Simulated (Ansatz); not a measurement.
Reading a saddle point

A first-order saddle point of SiH₄O, closed shell, PBE0-D4/def2-TZVP, with one imaginary mode of 1523i cm⁻¹:

```xyz
6
angstrom
Si -0.5058 0.4448 -0.4717
H 1.0818 0.1530 -0.6919
O 0.9864 -0.1925 0.5125
H -1.4633 -0.7062 -0.3895
H -1.1036 1.4563 0.4546
H 1.0046 -1.1555 0.5860
```

Computed with Ansatz 0.2.0 (basis: def2-TZVPP and def2-QZVPP); correlated methods freeze the cores. Extrapolation: Hartree–Fock as exp(−7.88 √X), correlation as X^−2.97.

Question: Which contacts change along the imaginary mode, and what lies on either side? (Judge from chemistry; the calculation decides.)

Answer: By the calculation: The step is SiH₂ + H₂O → SiH₄O ([OH][SiH3]), with the molecules in contact on both sides. Shortening one way: Si1–H2, Si1–O3; lengthening the same way: H2–O3.
| pair | one side (Å) | saddle (Å) | other side (Å) |
| --- | --- | --- | --- |
| Si1–H2 | 2.56 | 1.63 | 1.49 |
| Si1–O3 | 2.06 | 1.90 | 1.65 |
| H2–O3 | 0.96 | 1.26 | 2.60 |

Question: Which side is lower, and how far does the saddle lie above each? (An estimate is asked for; the value comes from the calculation.)

Answer: By the calculation: The side with Si1–H2, Si1–O3 short is lower by 2.587 eV; the saddle lies 3.594 eV above it and 1.006 eV above the other (CCSD(T) at an estimated basis limit (MP2 extrapolated from triple and quadruple zeta, plus CCSD(T) − MP2 in triple zeta); electronic energies).

No T1 diagnostic of these runs exceeds 0.016. The restricted Hartree–Fock reference is unstable towards an unrestricted one at one or more of these structures.

Losses and insertions of silylenes and their heavier kin drive the gas-phase chemistry of silicon and germanium vapour deposition.

Labels in which every atom is bracketed show which atoms are joined, not bond orders.

For scale, one of the runs: CCSD(T)/def2-TZVPP, 129 basis functions, launched by `ansatz run in.yaml --threads 2 --pin off --events-out ev --progress --plain --max-ram 4352MiB`. The run took about 6.5 s on 2 CPU threads of an Arm Neoverse V1 (shared host).
